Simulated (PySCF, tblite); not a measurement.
# C4H8N2: geometry, infrared bands and NMR shifts

Wanted: the infrared bands and NMR shifts of C4H8N2 (`[H]/N=C(/C=C)CN`), by calculation.

Computed with tblite 0.8.0 and PySCF 2.14.0, with density-fitted response routines of our own, on a single molecule in the gas phase. Atoms are numbered from 0 throughout.

### 1 Starting geometry

14 atoms, charge 0, multiplicity 1; geometry from: force field or distance geometry start.

Bonds of the start (Å): C0–C1 1.35, C1–C2 1.47, C2–N3 1.31, C2–C4 1.53, C4–N5 1.48, C0–H6 1.08, C0–H7 1.08, C1–H8 1.09, N3–H9 1.04, C4–H10 1.09, C4–H11 1.10, N5–H12 1.04, N5–H13 1.01.

### 2 Relaxing the molecule with GFN2-xTB

What the job is given:

```
{"job": {"kind": "relax", "xc": "GFN2-xTB", "basis": "xTB"}, "charge": 0, "multiplicity": 1}
C      2.224400    -0.679800     0.019900
C      1.583600     0.494700     0.194400
C      0.139000     0.698800     0.037100
N     -0.350600     1.912700     0.147100
C     -0.801600    -0.469100    -0.288900
N     -2.200800    -0.049100    -0.082400
H      1.709600    -1.584500    -0.279300
H      3.297500    -0.734100     0.165700
H      2.151300     1.375400     0.488500
H     -1.371000     1.824300    -0.025300
H     -0.576300    -1.326700     0.341600
H     -0.660500    -0.746100    -1.343700
H     -2.337900     0.107300     0.931500
H     -2.807300    -0.824100    -0.328200
```

On the command line:

```sh
> OMP_NUM_THREADS=1 python probes_run.py task.json out
```

This one command runs all jobs of the session in turn.

**Question.** This job is followed by: GFN2-xTB harmonic vibrations, gas phase; GIAO PBE0/pcSseg-1 NMR shielding, non-relativistic, gas phase. Predict these results of the whole session: strongest single infrared mode (GFN2-xTB); zero-point energy (GFN2-xTB); 13C shifts against TMS (PBE0/pcSseg-1); 1H shifts against TMS (PBE0/pcSseg-1, means over atoms taken as alike); 15N shifts against NH3 (PBE0/pcSseg-1); surface potential, 1st and 99th percentile.

**Answer**, as computed:

| quantity | value |
| --- | --- |
| strongest single infrared mode (GFN2-xTB) | 1694 cm⁻¹, 133 km/mol |
| zero-point energy (GFN2-xTB) | 73.0 kcal/mol |
| 13C shifts against TMS (PBE0/pcSseg-1) | 176.2, 150.4, 125.4, 46.0 ppm |
| 1H shifts against TMS (PBE0/pcSseg-1, means over atoms taken as alike) | 12.40, 7.01, 5.89, 5.74, 3.72, 0.52 ppm |
| 15N shifts against NH3 (PBE0/pcSseg-1) | 363.9, 27.0 ppm |
| surface potential, 1st and 99th percentile | -2.01 V and 1.56 V |

**Reading.** Over 55 steps the energy fell by 0.192 eV; of the close pairs, C2–N3 changed most, 1.314 to 1.264 Å. All 36 modes are real, so the xTB geometry is a minimum. The strongest single mode, at 1694 cm⁻¹, moves mainly C2 and N3. Unscaled tight-binding wavenumbers are off by several per cent, some by more. Its intensities can rank the bands wrongly. At PBE0/pcSseg-1: The widest tensor belongs to N3: span 734 ppm, with a paramagnetic part of -419 ppm. By nearest atom (PBE0/pcSseg-1), the HOMO sits on N5 43 %; N3 27 % and the LUMO on N3 23 %; C0 22 %.
